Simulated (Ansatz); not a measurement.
**CH₃B (triplet): PBE, r2SCAN over a scan of the distance B1–C2, cc-pVDZ**

Aim: run CH₃B (triplet) with these functionals over a scan of the distance B1–C2, and hold them against the top wave-function level at the same points.

Method: cc-pVDZ, all electrons in the functionals; program: Ansatz 0.2.0, Gaussian basis.

The runs, in order: PBE, r2SCAN, at 1.217 Å; 1.358 Å; 1.511 Å; 1.692 Å; 1.853 Å; 2.125 Å; 2.404 Å; 2.775 Å; 3.252 Å; 4.115 Å; 5.174 Å.

21 further runs of the same task are left out: 18 that didn't finish, 3 set aside as unsound or not needed.

**1. The system**

The geometry derives from a PBE0/def2-TZVP stationary point (not a proven minimum). One bond is set to the value named and the two fragments are kept rigid.

5 atoms, charge 0, spin multiplicity 3.

Atoms are counted from 1 here; the program's logs count them from 0.

Bond lengths: B1–C2 1.511 Å, B1–H3 1.194 Å, C2–H4 1.092 Å, C2–H5 1.087 Å. Angles: C2–B1–H3 128.3°, B1–C2–H4 123.5°, B1–C2–H5 123.0°, H4–C2–H5 113.6°.

Geometry (Å):

| atom | x (Å) | y (Å) | z (Å) |
| --- | --- | --- | --- |
| B1 | 0.0000 | -0.1667 | 0.8218 |
| C2 | 0.0000 | 0.0690 | -0.6707 |
| H3 | 0.0000 | 0.6438 | 1.6981 |
| H4 | 0.0000 | 1.0623 | -1.1234 |
| H5 | 0.0000 | -0.7400 | -1.3974 |

No dispersion term is added.

The geometry shown and the zero of energy belong to the point 1.511 Å. The yardstick, UCCSDT(Q), and other wave-function levels (R restricted, U unrestricted, valence and pair active spaces) come from earlier runs.

**2. PBE, 1.217 Å**

The input, in.yaml:

```yaml
crystal:
  periodic: [false, false, false]
  atoms:
    - {symbol: B, position_ang: [0.000000, -0.141833, 0.664211]}
    - {symbol: C, position_ang: [0.000000, 0.048026, -0.537888]}
    - {symbol: H, position_ang: [0.000000, 0.668675, 1.540481]}
    - {symbol: H, position_ang: [0.000000, 1.041325, -0.990574]}
    - {symbol: H, position_ang: [0.000000, -0.761002, -1.264598]}
basis:
  gaussian: {orbitals: cc-pVDZ}
magnetization: {spin_polarized: true, initial_magnetization: 2}
hamiltonian: {xc: {name: PBE}}
output: {orbitals: {seedname: orbitals}}
```

The run is started by

```console
> ansatz run in.yaml --threads 1 --pin off --events-out ev --progress --plain --max-ram 2393MiB
```

The log of the run, shortened:

```text
Functional definition: PBE
  name "PBE"
  cite "Perdew, Burke & Ernzerhof, Phys. Rev. Lett. 77, 3865 (1996) doi:10.1103/PhysRevLett.77.3865"
  parent pbe
[...]
508 factors; their error is unknown
[...]
mean field -1752.78862995 eV, -64.4137940678 hartree, gradient 2.5e-5 eV, S^2 2.002511; 0 other end points of the search recorded, 0 dependent functions left out
reference -1752.78865683 eV, -64.4137950556 hartree; 8, 6 occupied and 35, 37 virtual orbitals, 508 factors
Total energy: -1752.78865683 eV, -64.4137950556 hartree
```

It took 0.72 s on 1 thread of Arm Neoverse V2, shared host.

From the report: ⟨S²⟩ of the determinant 2.003 (pure triplet: 2.00).

**3. PBE, 1.358 Å**

The input, in.yaml:

```yaml
crystal:
  periodic: [false, false, false]
  atoms:
    - {symbol: B, position_ang: [0.000000, -0.153771, 0.739796]}
    - {symbol: C, position_ang: [0.000000, 0.058085, -0.601577]}
    - {symbol: H, position_ang: [0.000000, 0.656737, 1.616066]}
    - {symbol: H, position_ang: [0.000000, 1.051384, -1.054263]}
    - {symbol: H, position_ang: [0.000000, -0.750943, -1.328287]}
basis:
  gaussian: {orbitals: cc-pVDZ}
magnetization: {spin_polarized: true, initial_magnetization: 2}
hamiltonian: {xc: {name: PBE}}
output: {orbitals: {seedname: orbitals}}
```

Same command.

The log of the run, shortened:

```text
Functional definition: PBE
  name "PBE"
  cite "Perdew, Burke & Ernzerhof, Phys. Rev. Lett. 77, 3865 (1996) doi:10.1103/PhysRevLett.77.3865"
  parent pbe
[...]
508 factors; their error is unknown
[...]
mean field -1754.67378397 eV, -64.4830722004 hartree, gradient 2.7e-5 eV, S^2 2.002603; 0 other end points of the search recorded, 0 dependent functions left out
reference -1754.67381155 eV, -64.4830732140 hartree; 8, 6 occupied and 35, 37 virtual orbitals, 508 factors
Total energy: -1754.67381155 eV, -64.4830732140 hartree
```

It took 0.78 s on 1 thread of Arm Neoverse V2, shared host.

From the report: ⟨S²⟩ of the determinant 2.003 (pure triplet: 2.00).

**4. PBE, 1.511 Å**

The input, in.yaml:

```yaml
crystal:
  periodic: [false, false, false]
  atoms:
    - {symbol: B, position_ang: [0.000000, -0.166725, 0.821814]}
    - {symbol: C, position_ang: [0.000000, 0.069000, -0.670687]}
    - {symbol: H, position_ang: [0.000000, 0.643783, 1.698084]}
    - {symbol: H, position_ang: [0.000000, 1.062299, -1.123373]}
    - {symbol: H, position_ang: [0.000000, -0.740028, -1.397397]}
basis:
  gaussian: {orbitals: cc-pVDZ}
magnetization: {spin_polarized: true, initial_magnetization: 2}
hamiltonian: {xc: {name: PBE}}
output: {orbitals: {seedname: orbitals}}
```

Same command.

The log of the run, shortened:

```text
Functional definition: PBE
  name "PBE"
  cite "Perdew, Burke & Ernzerhof, Phys. Rev. Lett. 77, 3865 (1996) doi:10.1103/PhysRevLett.77.3865"
  parent pbe
[...]
508 factors; their error is unknown
[...]
mean field -1755.21751010 eV, -64.5030537670 hartree, gradient 2.1e-5 eV, S^2 2.002777; 0 other end points of the search recorded, 0 dependent functions left out
reference -1755.21753839 eV, -64.5030548066 hartree; 8, 6 occupied and 35, 37 virtual orbitals, 508 factors
Total energy: -1755.21753839 eV, -64.5030548066 hartree
```

Wall time 0.69 s (1 thread of Arm Neoverse V2, shared host).

From the report: ⟨S²⟩ of the determinant 2.003 (pure triplet: 2.00).

**5. PBE, 1.692 Å**

The input, in.yaml:

```yaml
crystal:
  periodic: [false, false, false]
  atoms:
    - {symbol: B, position_ang: [0.000000, -0.182049, 0.918841]}
    - {symbol: C, position_ang: [0.000000, 0.081913, -0.752442]}
    - {symbol: H, position_ang: [0.000000, 0.628459, 1.795111]}
    - {symbol: H, position_ang: [0.000000, 1.075212, -1.205128]}
    - {symbol: H, position_ang: [0.000000, -0.727115, -1.479152]}
basis:
  gaussian: {orbitals: cc-pVDZ}
magnetization: {spin_polarized: true, initial_magnetization: 2}
hamiltonian: {xc: {name: PBE}}
output: {orbitals: {seedname: orbitals}}
```

Same command.

The log of the run, shortened:

```text
Functional definition: PBE
  name "PBE"
  cite "Perdew, Burke & Ernzerhof, Phys. Rev. Lett. 77, 3865 (1996) doi:10.1103/PhysRevLett.77.3865"
  parent pbe
[...]
508 factors; their error is unknown
[...]
mean field -1754.91395260 eV, -64.4918982347 hartree, gradient 2.9e-5 eV, S^2 2.002992; 0 other end points of the search recorded, 0 dependent functions left out
reference -1754.91398140 eV, -64.4918992929 hartree; 8, 6 occupied and 35, 37 virtual orbitals, 508 factors
Total energy: -1754.91398140 eV, -64.4918992929 hartree
```

Run time: 0.66 s. Hardware: 1 thread of Arm Neoverse V2, shared host.

From the report: ⟨S²⟩ of the determinant 2.003 (pure triplet: 2.00).

From 1.511 Å: +0.304 eV.

**6. PBE, 1.853 Å**

The input, in.yaml:

```yaml
crystal:
  periodic: [false, false, false]
  atoms:
    - {symbol: B, position_ang: [0.000000, -0.195680, 1.005147]}
    - {symbol: C, position_ang: [0.000000, 0.093398, -0.825165]}
    - {symbol: H, position_ang: [0.000000, 0.614828, 1.881417]}
    - {symbol: H, position_ang: [0.000000, 1.086697, -1.277851]}
    - {symbol: H, position_ang: [0.000000, -0.715630, -1.551875]}
basis:
  gaussian: {orbitals: cc-pVDZ}
magnetization: {spin_polarized: true, initial_magnetization: 2}
hamiltonian: {xc: {name: PBE}}
output: {orbitals: {seedname: orbitals}}
```

The command is unchanged.

The log of the run, shortened:

```text
Functional definition: PBE
  name "PBE"
  cite "Perdew, Burke & Ernzerhof, Phys. Rev. Lett. 77, 3865 (1996) doi:10.1103/PhysRevLett.77.3865"
  parent pbe
[...]
508 factors; their error is unknown
[...]
mean field -1754.28885231 eV, -64.4689262227 hartree, gradient 8.8e-6 eV, S^2 2.003211; 0 other end points of the search recorded, 0 dependent functions left out
reference -1754.28888140 eV, -64.4689272918 hartree; 8, 6 occupied and 35, 37 virtual orbitals, 508 factors
Total energy: -1754.28888140 eV, -64.4689272918 hartree
```

Wall time 0.69 s (1 thread of Arm Neoverse V2, shared host).

From the report: ⟨S²⟩ of the determinant 2.003 (pure triplet: 2.00).

From 1.511 Å: +0.929 eV.

**7. PBE, 2.125 Å**

The input, in.yaml:

```yaml
crystal:
  periodic: [false, false, false]
  atoms:
    - {symbol: B, position_ang: [0.000000, -0.218710, 1.150956]}
    - {symbol: C, position_ang: [0.000000, 0.112803, -0.948025]}
    - {symbol: H, position_ang: [0.000000, 0.591798, 2.027226]}
    - {symbol: H, position_ang: [0.000000, 1.106102, -1.400711]}
    - {symbol: H, position_ang: [0.000000, -0.696225, -1.674735]}
basis:
  gaussian: {orbitals: cc-pVDZ}
magnetization: {spin_polarized: true, initial_magnetization: 2}
hamiltonian: {xc: {name: PBE}}
output: {orbitals: {seedname: orbitals}}
```

Launched as before.

The log of the run, shortened:

```text
Functional definition: PBE
  name "PBE"
  cite "Perdew, Burke & Ernzerhof, Phys. Rev. Lett. 77, 3865 (1996) doi:10.1103/PhysRevLett.77.3865"
  parent pbe
[...]
508 factors; their error is unknown
[...]
mean field -1753.07416667 eV, -64.4242873487 hartree, gradient 4.6e-5 eV, S^2 2.004406; 0 other end points of the search recorded, 0 dependent functions left out
reference -1753.07419653 eV, -64.4242884460 hartree; 8, 6 occupied and 35, 37 virtual orbitals, 508 factors
Total energy: -1753.07419653 eV, -64.4242884460 hartree
```

It took 0.72 s on 1 thread of Arm Neoverse V2, shared host.

From the report: ⟨S²⟩ of the determinant 2.004 (pure triplet: 2.00).

From 1.511 Å: +2.143 eV.

**8. PBE, 2.404 Å**

The input, in.yaml:

```yaml
crystal:
  periodic: [false, false, false]
  atoms:
    - {symbol: B, position_ang: [0.000000, -0.242331, 1.300518]}
    - {symbol: C, position_ang: [0.000000, 0.132707, -1.074048]}
    - {symbol: H, position_ang: [0.000000, 0.568177, 2.176788]}
    - {symbol: H, position_ang: [0.000000, 1.126006, -1.526734]}
    - {symbol: H, position_ang: [0.000000, -0.676321, -1.800758]}
basis:
  gaussian: {orbitals: cc-pVDZ}
magnetization: {spin_polarized: true, initial_magnetization: 2}
hamiltonian: {xc: {name: PBE}}
output: {orbitals: {seedname: orbitals}}
```

Launched as before.

The log of the run, shortened:

```text
Functional definition: PBE
  name "PBE"
  cite "Perdew, Burke & Ernzerhof, Phys. Rev. Lett. 77, 3865 (1996) doi:10.1103/PhysRevLett.77.3865"
  parent pbe
[...]
508 factors; their error is unknown
[...]
mean field -1751.96585432 eV, -64.3835576212 hartree, gradient 6.2e-5 eV, S^2 2.012879; 1 other end points of the search recorded, 0 dependent functions left out
reference -1751.96588511 eV, -64.3835587527 hartree; 8, 6 occupied and 35, 37 virtual orbitals, 508 factors
Total energy: -1751.96588511 eV, -64.3835587527 hartree
```

It took 1.1 s on 1 thread of Arm Neoverse V2, shared host.

From the report: ⟨S²⟩ of the determinant 2.013 (pure triplet: 2.00).

From 1.511 Å: +3.252 eV.

**9. PBE, 2.775 Å**

The input, in.yaml:

```yaml
crystal:
  periodic: [false, false, false]
  atoms:
    - {symbol: B, position_ang: [0.000000, -0.273742, 1.499398]}
    - {symbol: C, position_ang: [0.000000, 0.159174, -1.241626]}
    - {symbol: H, position_ang: [0.000000, 0.536766, 2.375668]}
    - {symbol: H, position_ang: [0.000000, 1.152473, -1.694312]}
    - {symbol: H, position_ang: [0.000000, -0.649854, -1.968336]}
basis:
  gaussian: {orbitals: cc-pVDZ}
magnetization: {spin_polarized: true, initial_magnetization: 2}
hamiltonian: {xc: {name: PBE}}
output: {orbitals: {seedname: orbitals}}
```

Same command.

The log of the run, shortened:

```text
Functional definition: PBE
  name "PBE"
  cite "Perdew, Burke & Ernzerhof, Phys. Rev. Lett. 77, 3865 (1996) doi:10.1103/PhysRevLett.77.3865"
  parent pbe
[...]
508 factors; their error is unknown
[...]
mean field -1750.92888037 eV, -64.3454495315 hartree, gradient 1.4e-5 eV, S^2 2.092197; 5 other end points of the search recorded, 0 dependent functions left out
reference -1750.92891233 eV, -64.3454507057 hartree; 8, 6 occupied and 35, 37 virtual orbitals, 508 factors
Total energy: -1750.92891233 eV, -64.3454507057 hartree
```

It took 2.1 s on 1 thread of Arm Neoverse V2, shared host.

From the report: ⟨S²⟩ of the determinant 2.092 (pure triplet: 2.00).

From 1.511 Å: +4.289 eV.

**10. PBE, 3.252 Å**

The input, in.yaml:

```yaml
crystal:
  periodic: [false, false, false]
  atoms:
    - {symbol: B, position_ang: [0.000000, -0.314128, 1.755100]}
    - {symbol: C, position_ang: [0.000000, 0.193203, -1.457083]}
    - {symbol: H, position_ang: [0.000000, 0.496380, 2.631370]}
    - {symbol: H, position_ang: [0.000000, 1.186502, -1.909769]}
    - {symbol: H, position_ang: [0.000000, -0.615825, -2.183793]}
basis:
  gaussian: {orbitals: cc-pVDZ}
magnetization: {spin_polarized: true, initial_magnetization: 2}
hamiltonian: {xc: {name: PBE}}
output: {orbitals: {seedname: orbitals}}
```

The command is unchanged.

The log of the run, shortened:

```text
Functional definition: PBE
  name "PBE"
  cite "Perdew, Burke & Ernzerhof, Phys. Rev. Lett. 77, 3865 (1996) doi:10.1103/PhysRevLett.77.3865"
  parent pbe
[...]
508 factors; their error is unknown
[...]
mean field -1750.35084750 eV, -64.3242072154 hartree, gradient 6.2e-6 eV, S^2 2.211298; 1 other end points of the search recorded, 0 dependent functions left out
reference -1750.35088141 eV, -64.3242084614 hartree; 8, 6 occupied and 35, 37 virtual orbitals, 508 factors
Total energy: -1750.35088141 eV, -64.3242084614 hartree
```

It took 0.96 s on 1 thread of Arm Neoverse V2, shared host.

From the report: ⟨S²⟩ of the determinant 2.211 (pure triplet: 2.00).

From 1.511 Å: +4.867 eV.

**11. PBE, 4.115 Å**

The input, in.yaml:

```yaml
crystal:
  periodic: [false, false, false]
  atoms:
    - {symbol: B, position_ang: [0.000000, -0.387194, 2.217723]}
    - {symbol: C, position_ang: [0.000000, 0.254770, -1.846894]}
    - {symbol: H, position_ang: [0.000000, 0.423314, 3.093993]}
    - {symbol: H, position_ang: [0.000000, 1.248069, -2.299580]}
    - {symbol: H, position_ang: [0.000000, -0.554258, -2.573604]}
basis:
  gaussian: {orbitals: cc-pVDZ}
magnetization: {spin_polarized: true, initial_magnetization: 2}
hamiltonian: {xc: {name: PBE}}
output: {orbitals: {seedname: orbitals}}
```

Same command.

The log of the run, shortened:

```text
Functional definition: PBE
  name "PBE"
  cite "Perdew, Burke & Ernzerhof, Phys. Rev. Lett. 77, 3865 (1996) doi:10.1103/PhysRevLett.77.3865"
  parent pbe
[...]
508 factors; their error is unknown
[...]
mean field -1750.12363412 eV, -64.3158572777 hartree, gradient 7.2e-6 eV, S^2 2.214950; 4 other end points of the search recorded, 0 dependent functions left out
reference -1750.12366953 eV, -64.3158585788 hartree; 8, 6 occupied and 35, 37 virtual orbitals, 508 factors
Total energy: -1750.12366953 eV, -64.3158585788 hartree
```

Run time: 3.2 s. Hardware: 1 thread of Arm Neoverse V2, shared host.

From the report: ⟨S²⟩ of the determinant 2.215 (pure triplet: 2.00).

From 1.511 Å: +5.094 eV.

**12. PBE, 5.174 Å**

The input, in.yaml:

```yaml
crystal:
  periodic: [false, false, false]
  atoms:
    - {symbol: B, position_ang: [0.000000, -0.476855, 2.785414]}
    - {symbol: C, position_ang: [0.000000, 0.330319, -2.325236]}
    - {symbol: H, position_ang: [0.000000, 0.333653, 3.661684]}
    - {symbol: H, position_ang: [0.000000, 1.323618, -2.777922]}
    - {symbol: H, position_ang: [0.000000, -0.478709, -3.051946]}
basis:
  gaussian: {orbitals: cc-pVDZ}
magnetization: {spin_polarized: true, initial_magnetization: 2}
hamiltonian: {xc: {name: PBE}}
output: {orbitals: {seedname: orbitals}}
```

Same command.

The log of the run, shortened:

```text
Functional definition: PBE
  name "PBE"
  cite "Perdew, Burke & Ernzerhof, Phys. Rev. Lett. 77, 3865 (1996) doi:10.1103/PhysRevLett.77.3865"
  parent pbe
[...]
508 factors; their error is unknown
[...]
mean field -1750.09018053 eV, -64.3146278808 hartree, gradient 6.8e-6 eV, S^2 2.209042; 6 other end points of the search recorded, 0 dependent functions left out
reference -1750.09021873 eV, -64.3146292845 hartree; 8, 6 occupied and 35, 37 virtual orbitals, 508 factors
Total energy: -1750.09021873 eV, -64.3146292845 hartree
```

Wall time 4.5 s (1 thread of Arm Neoverse V2, shared host).

From the report: ⟨S²⟩ of the determinant 2.209 (pure triplet: 2.00).

From 1.511 Å: +5.127 eV.

**13. r2SCAN, 1.217 Å**

The input, in.yaml:

```yaml
crystal:
  periodic: [false, false, false]
  atoms:
    - {symbol: B, position_ang: [0.000000, -0.141833, 0.664211]}
    - {symbol: C, position_ang: [0.000000, 0.048026, -0.537888]}
    - {symbol: H, position_ang: [0.000000, 0.668675, 1.540481]}
    - {symbol: H, position_ang: [0.000000, 1.041325, -0.990574]}
    - {symbol: H, position_ang: [0.000000, -0.761002, -1.264598]}
basis:
  gaussian: {orbitals: cc-pVDZ}
magnetization: {spin_polarized: true, initial_magnetization: 2}
hamiltonian: {xc: {name: r2SCAN}}
```

The command is unchanged.

The log of the run, shortened:

```text
Functional definition: r2SCAN
  name "r2SCAN"
  cite "Furness, Kaplan, Ning, Perdew & Sun, J. Phys. Chem. Lett. 11, 8208 (2020) doi:10.1021/acs.jpclett.0c02405"
  cite "Furness, Kaplan, Ning, Perdew & Sun, J. Phys. Chem. Lett. 11, 9248 (2020) doi:10.1021/acs.jpclett.0c03077"
  parent r2scan
[...]
508 factors; their error is unknown
[...]
mean field -1754.62489135 eV, -64.4812754296 hartree, gradient 4.0e-5 eV, S^2 2.004661; 0 other end points of the search recorded, 0 dependent functions left out
reference -1754.62490056 eV, -64.4812757680 hartree; 8, 6 occupied and 35, 37 virtual orbitals, 508 factors
Total energy: -1754.62490056 eV, -64.4812757680 hartree
```

Run time: 1.7 s. Hardware: 1 thread of Arm Neoverse V2, shared host.

From the report: ⟨S²⟩ of the determinant 2.005 (pure triplet: 2.00).

**14. r2SCAN, 1.358 Å**

The input, in.yaml:

```yaml
crystal:
  periodic: [false, false, false]
  atoms:
    - {symbol: B, position_ang: [0.000000, -0.153771, 0.739796]}
    - {symbol: C, position_ang: [0.000000, 0.058085, -0.601577]}
    - {symbol: H, position_ang: [0.000000, 0.656737, 1.616066]}
    - {symbol: H, position_ang: [0.000000, 1.051384, -1.054263]}
    - {symbol: H, position_ang: [0.000000, -0.750943, -1.328287]}
basis:
  gaussian: {orbitals: cc-pVDZ}
magnetization: {spin_polarized: true, initial_magnetization: 2}
hamiltonian: {xc: {name: r2SCAN}}
```

Launched as before.

The log of the run, shortened:

```text
Functional definition: r2SCAN
  name "r2SCAN"
  cite "Furness, Kaplan, Ning, Perdew & Sun, J. Phys. Chem. Lett. 11, 8208 (2020) doi:10.1021/acs.jpclett.0c02405"
  cite "Furness, Kaplan, Ning, Perdew & Sun, J. Phys. Chem. Lett. 11, 9248 (2020) doi:10.1021/acs.jpclett.0c03077"
  parent r2scan
[...]
508 factors; their error is unknown
[...]
mean field -1756.52022404 eV, -64.5509276214 hartree, gradient 3.4e-5 eV, S^2 2.004723; 0 other end points of the search recorded, 0 dependent functions left out
reference -1756.52023332 eV, -64.5509279624 hartree; 8, 6 occupied and 35, 37 virtual orbitals, 508 factors
Total energy: -1756.52023332 eV, -64.5509279624 hartree
```

It took 1.7 s on 1 thread of Arm Neoverse V2, shared host.

From the report: ⟨S²⟩ of the determinant 2.005 (pure triplet: 2.00).

**15. r2SCAN, 1.511 Å**

The input, in.yaml:

```yaml
crystal:
  periodic: [false, false, false]
  atoms:
    - {symbol: B, position_ang: [0.000000, -0.166725, 0.821814]}
    - {symbol: C, position_ang: [0.000000, 0.069000, -0.670687]}
    - {symbol: H, position_ang: [0.000000, 0.643783, 1.698084]}
    - {symbol: H, position_ang: [0.000000, 1.062299, -1.123373]}
    - {symbol: H, position_ang: [0.000000, -0.740028, -1.397397]}
basis:
  gaussian: {orbitals: cc-pVDZ}
magnetization: {spin_polarized: true, initial_magnetization: 2}
hamiltonian: {xc: {name: r2SCAN}}
```

The command is unchanged.

The log of the run, shortened:

```text
Functional definition: r2SCAN
  name "r2SCAN"
  cite "Furness, Kaplan, Ning, Perdew & Sun, J. Phys. Chem. Lett. 11, 8208 (2020) doi:10.1021/acs.jpclett.0c02405"
  cite "Furness, Kaplan, Ning, Perdew & Sun, J. Phys. Chem. Lett. 11, 9248 (2020) doi:10.1021/acs.jpclett.0c03077"
  parent r2scan
[...]
508 factors; their error is unknown
[...]
mean field -1757.05584209 eV, -64.5706112215 hartree, gradient 3.2e-5 eV, S^2 2.004975; 0 other end points of the search recorded, 0 dependent functions left out
reference -1757.05585139 eV, -64.5706115632 hartree; 8, 6 occupied and 35, 37 virtual orbitals, 508 factors
Total energy: -1757.05585139 eV, -64.5706115632 hartree
```

Run time: 1.6 s. Hardware: 1 thread of Arm Neoverse V2, shared host.

From the report: ⟨S²⟩ of the determinant 2.005 (pure triplet: 2.00).

**16. r2SCAN, 1.692 Å**

The input, in.yaml:

```yaml
crystal:
  periodic: [false, false, false]
  atoms:
    - {symbol: B, position_ang: [0.000000, -0.182049, 0.918841]}
    - {symbol: C, position_ang: [0.000000, 0.081913, -0.752442]}
    - {symbol: H, position_ang: [0.000000, 0.628459, 1.795111]}
    - {symbol: H, position_ang: [0.000000, 1.075212, -1.205128]}
    - {symbol: H, position_ang: [0.000000, -0.727115, -1.479152]}
basis:
  gaussian: {orbitals: cc-pVDZ}
magnetization: {spin_polarized: true, initial_magnetization: 2}
hamiltonian: {xc: {name: r2SCAN}}
```

Launched as before.

The log of the run, shortened:

```text
Functional definition: r2SCAN
  name "r2SCAN"
  cite "Furness, Kaplan, Ning, Perdew & Sun, J. Phys. Chem. Lett. 11, 8208 (2020) doi:10.1021/acs.jpclett.0c02405"
  cite "Furness, Kaplan, Ning, Perdew & Sun, J. Phys. Chem. Lett. 11, 9248 (2020) doi:10.1021/acs.jpclett.0c03077"
  parent r2scan
[...]
508 factors; their error is unknown
[...]
mean field -1756.73060637 eV, -64.5586590293 hartree, gradient 4.3e-5 eV, S^2 2.005345; 0 other end points of the search recorded, 0 dependent functions left out
reference -1756.73061571 eV, -64.5586593725 hartree; 8, 6 occupied and 35, 37 virtual orbitals, 508 factors
Total energy: -1756.73061571 eV, -64.5586593725 hartree
```

It took 1.7 s on 1 thread of Arm Neoverse V2, shared host.

From the report: ⟨S²⟩ of the determinant 2.005 (pure triplet: 2.00).

From 1.511 Å: +0.325 eV.

(Part 1 of 2 ends here.)
